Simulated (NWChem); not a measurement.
Program: NWChem. System: BF3, charge 1, spin multiplicity 2, at the geometry of a parent with another charge or spin, in a state set for the comparison that need not be this species' ground state. Its SCF solution wasn't tested for a lower state. Level: UMP2/def2-SVPD, 4 core orbitals frozen.

Output (cleaned and shortened):

```
             Northwest Computational Chemistry Package (NWChem) 7.3.0
             --------------------------------------------------------

                                NWChem Input Module
                                -------------------

 Scaling coordinates for geometry "geometry" by  1.889725989
 (inverse scale =  0.529177249)

 Turning off AUTOSYM since
 SYMMETRY directive was detected!

                             Geometry "geometry" -> ""
                             -------------------------

 Output coordinates in angstroms (scale by  1.889725989 to convert to a.u.)

  No.       Tag          Charge          X              Y              Z
 ---- ---------------- ---------- -------------- -------------- --------------
    1 B                    5.0000     0.00000000     0.00000000     0.00000200
    2 F                    9.0000     0.00000000     0.00000000     1.32324000
    3 F                    9.0000     1.14597200     0.00000000    -0.66162000
    4 F                    9.0000    -1.14597200     0.00000000    -0.66162000

 Effective nuclear repulsion energy (a.u.)     110.0931377882

            Nuclear Dipole moment (a.u.)
            ----------------------------
        X                 Y               Z
 ---------------- ---------------- ----------------
     0.0000000000     0.0000000000     0.0000188973

      Symmetry information
      --------------------

 Group name             C2v
 Group number             16
 Group order               4
 No. of unique centers     3

      Symmetry unique atoms

     1    2    3


 Summary of "ao basis" -> "" (spherical)
 ------------------------------------------------------------------------------
       Tag                 Description            Shells   Functions and Types
 ---------------- ------------------------------  ------  ---------------------
 *                         def2-svpd                  on all atoms

 Summary of "ao basis" -> "ao basis" (spherical)
 ------------------------------------------------------------------------------
       Tag                 Description            Shells   Functions and Types
 ---------------- ------------------------------  ------  ---------------------
 B                         def2-svpd                 8       20   4s2p2d
 F                         def2-svpd                 9       23   4s3p2d

                                 NWChem SCF Module
                                 -----------------

  ao basis        = "ao basis"
  functions       =    89
  atoms           =     4
  alpha electrons =    16
  beta  electrons =    15
  charge          =   1.00
  wavefunction    = UHF
  use symmetry    = T
  symmetry adapt  = T

 Summary of "ao basis" -> "ao basis" (spherical)
 ------------------------------------------------------------------------------
       Tag                 Description            Shells   Functions and Types
 ---------------- ------------------------------  ------  ---------------------
 B                         def2-svpd                 8       20   4s2p2d
 F                         def2-svpd                 9       23   4s3p2d

      Symmetry analysis of basis
      --------------------------

        a1         37
        a2         11
        b1         25
        b2         16

 Forming initial guess at       0.1s

   Symmetry analysis of molecular orbitals - initial alpha
   -------------------------------------------------------

  Numbering of irreducible representations:

     1 a1          2 a2          3 b1          4 b2

  Orbital symmetries:

     1 a1          2 b1          3 a1          4 a1          5 a1
     6 b1          7 a1          8 a1          9 b1         10 a1
    11 b2         12 a1         13 b1         14 b1         15 a2
    16 b2         17 b2         18 a1         19 a1         20 b1
    21 a1         22 b2         23 a1         24 b1         25 a2
    26 b2

   Symmetry analysis of molecular orbitals - initial beta
   ------------------------------------------------------

  Numbering of irreducible representations:

     1 a1          2 a2          3 b1          4 b2

  Orbital symmetries:

     1 a1          2 b1          3 a1          4 a1          5 a1
[...]
    49     -0.214931  3 F  py                72     -0.214931  4 F  py
    26     -0.211267  2 F  py                29      0.196448  2 F  py

 center of mass
 --------------
 x =   0.00000000 y =   0.00000000 z =   0.00000061

 moments of inertia (a.u.)
 ------------------
         178.189947178093           0.000000000000           0.000000000000
           0.000000000000         356.383795630208           0.000000000000
           0.000000000000           0.000000000000         178.193848452115

  Mulliken analysis of the total density
  --------------------------------------

    Atom       Charge   Shell Charges
 -----------   ------   -------------------------------------------------------
    1 B    5     3.52   1.99  0.53 -0.50  0.05  1.31 -0.23  0.31  0.06
    2 F    9     8.72   1.99  1.22  0.71  0.04  3.19  1.47  0.09  0.01  0.01
    3 F    9     9.38   1.99  1.14  0.74  0.10  3.32  1.92  0.14  0.01  0.01
    4 F    9     9.38   1.99  1.14  0.74  0.10  3.32  1.92  0.14  0.01  0.01

  Mulliken analysis of the alpha density
  --------------------------------------

    Atom       Charge   Shell Charges
 -----------   ------   -------------------------------------------------------
    1 B    5     1.72   0.99  0.25 -0.24  0.02  0.63 -0.13  0.16  0.04
    2 F    9     4.86   1.00  0.63  0.34  0.01  1.96  0.87  0.04  0.00  0.00
    3 F    9     4.71   1.00  0.57  0.37  0.05  1.68  0.96  0.07  0.00  0.01
    4 F    9     4.71   1.00  0.57  0.37  0.05  1.68  0.96  0.07  0.00  0.01

   Mulliken analysis of the beta density
   -------------------------------------

    Atom       Charge   Shell Charges
 -----------   ------   -------------------------------------------------------
    1 B    5     1.80   0.99  0.27 -0.26  0.03  0.68 -0.10  0.16  0.02
    2 F    9     3.87   1.00  0.59  0.36  0.03  1.23  0.60  0.04  0.00  0.01
    3 F    9     4.67   1.00  0.57  0.37  0.05  1.64  0.96  0.07  0.00  0.01
    4 F    9     4.67   1.00  0.57  0.37  0.05  1.64  0.96  0.07  0.00  0.01

   Mulliken analysis of the spin density
   -------------------------------------

    Atom       Charge   Shell Charges
 -----------   ------   -------------------------------------------------------
    1 B    5    -0.07  -0.00 -0.02  0.01 -0.00 -0.04 -0.04  0.00  0.01
    2 F    9     0.99  -0.00  0.04 -0.02 -0.02  0.73  0.27 -0.00 -0.00 -0.00
    3 F    9     0.04  -0.00  0.00 -0.00  0.01  0.03  0.00 -0.00 -0.00 -0.00
    4 F    9     0.04  -0.00  0.00 -0.00  0.01  0.03  0.00 -0.00 -0.00 -0.00

       Multipole analysis of the density wrt the origin
       ------------------------------------------------

     L   x y z        total         alpha         beta         nuclear
     -   - - -        -----         -----         ----         -------
     0   0 0 0      1.000000    -16.000000    -15.000000     32.000000

     1   1 0 0     -0.000000     -0.000000     -0.000000      0.000000
     1   0 1 0      0.000000     -0.000000      0.000000      0.000000
     1   0 0 1      1.610957     -0.341864      1.952802      0.000019

     2   2 0 0    -13.863182    -49.623916    -48.653987     84.414721
     2   1 1 0     -0.000000     -0.000000     -0.000000      0.000000
     2   1 0 1      0.000000      0.000000     -0.000000      0.000000
     2   0 2 0    -12.118527     -6.122762     -5.995765      0.000000
     2   0 1 1     -0.000000     -0.000000      0.000000      0.000000
     2   0 0 2     -9.890321    -50.273201    -44.029993     84.412873

                   NWChem MP2 Semi-direct Energy/Gradient Module
                   ---------------------------------------------

  Basis functions       =     89
  Molecular orbitals    =     89
  Frozen core           =      4
  Frozen virtuals       =      0
  Active alpha occupied =     12
  Active beta occupied  =     11
  Active alpha virtual  =     73
  Active beta virtual   =     74
  Use MO symmetry       = T
  Use skeleton AO sym   = T

  AO/Fock/Back tols     =   1.0D-09  1.0D-09  1.0D-09

 GA uses MA = F    GA memory limited = T

 Available:
  local mem=  1.26D+08
 global mem=  1.44D+08
 local disk=  0.00D+00
  mp2_memr nvloc                    73
  nvloc new                    73
   1 passes of  12:        3145728                      38496                  11933181.
   1 passes of  12: M    126154052           G      144163358           F     123008324.

 Semi-direct pass number   1 of   1  for UHF alpha       at        4.2s
  vrange nnbf                  4002
  mp2_eaftype                    45  avail_ma_in_mb                  1099
 EAF : mp2_eaftype filesize          45    5966590.
  mp2_eaf for mointskh                     45
Node 0 wrote     28.0 Mb in      0.0 s     Agg I/O rate:  1780.6 Mb/s
 Done moints_semi at        5.8s
  mp2_eaftype                    45  avail_ma_in_mb                  1054
 EAF : mp2_eaftype filesize          45    5966590.
  mp2_eaf for kh                    45
 Done maket at        6.0s
 Done multipass loop at        6.0s

 GA uses MA = F    GA memory limited = T

 Available:
  local mem=  1.26D+08
 global mem=  1.44D+08
 local disk=  0.00D+00
  mp2_memr nvloc                    74
  nvloc new                    74
   1 passes of  11:        3145728                      36915                  11089559.
   1 passes of  11: M    126154052           G      144163358           F     123008324.

 Semi-direct pass number   1 of   1  for UHF beta        at        6.0s
  vrange nnbf                  4002
  mp2_eaftype                    42  avail_ma_in_mb                  1099
 EAF : mp2_eaftype filesize          42    5544780.
  mp2_eaf for mointskh                     42
Node 0 wrote     26.1 Mb in      0.0 s     Agg I/O rate:  1481.5 Mb/s
 Done moints_semi at        7.5s
  mp2_eaftype                    42  avail_ma_in_mb                  1057
 EAF : mp2_eaftype filesize          42    5544780.
  mp2_eaf for kh                    42
 Done maket at        7.7s
 Done multipass loop at        7.7s

          -------------------------------------------
          SCF energy                -322.378258788380
          Correlation energy          -0.604617337203
          Singlet pairs                0.000000000000
          Triplet pairs                0.000000000000
          Total MP2 energy          -322.982876125582
          -------------------------------------------

          ---------------------------------------------------
                    Spin Component Scaled (SCS) MP2
          Same spin pairs                     -0.166622014022
          Same spin scaling factor             0.333333333333
          Opposite spin pairs                 -0.437995323181
          Opposite spin scaling fact.          1.200000000000
          SCS-MP2 correlation energy          -0.581135059157
          Total SCS-MP2 energy              -322.959393847537
          ---------------------------------------------------

 -----------------------
 Performance information
 -----------------------

 Timer overhead =  2.52D-07 seconds/call

               Nr. of calls         CPU time (s)                 Wall time (s)                GFlops
             ---------------    -------------------     ------------------------------   -------------------
Name         Min   Avg   Max    Min     Avg     Max     Min     Avg     Max   Mx/calls   Min     Max     Sum
mp2: moin     2     2     2    3.0     3.0     3.0      3.0     3.0     3.0     1.5      0.0     0.0     0.0
mp2: make     2     2     2   0.43    0.43    0.43     0.43    0.43    0.43    0.21      0.0     0.0     0.0
mp2: tota     1     1     1    3.5     3.5     3.5      3.5     3.5     3.5     3.5      0.0     0.0     0.0

 The average no. of pstat calls per process was 5.00D+00
 with a timing overhead of 1.26D-06s

 Task  times  cpu:        7.7s     wall:        7.7s

 Total times  cpu:        7.7s     wall:        7.7s
```

Write an NWChem input that would produce this output.

Several could match; the one computed here: 
```
start mol
memory heap 200 mb stack 900 mb global 1100 mb
charge 1
geometry units angstroms nocenter noautoz
  B      0.000000     0.000000     0.000002
  F      0.000000     0.000000     1.323240
  F      1.145972     0.000000    -0.661620
  F     -1.145972     0.000000    -0.661620
  symmetry group C2v
end
basis spherical
  * library def2-svpd
end
scf
  uhf
  nopen 1
  maxiter 100
  thresh 1e-7
  semidirect memsize 60000000 filesize 0
  # guess.movecs holds the orbitals of an unrestricted PBE0 run
  vectors input guess.movecs output mol.movecs
end
mp2
  freeze core 4
end
task mp2 energy
```
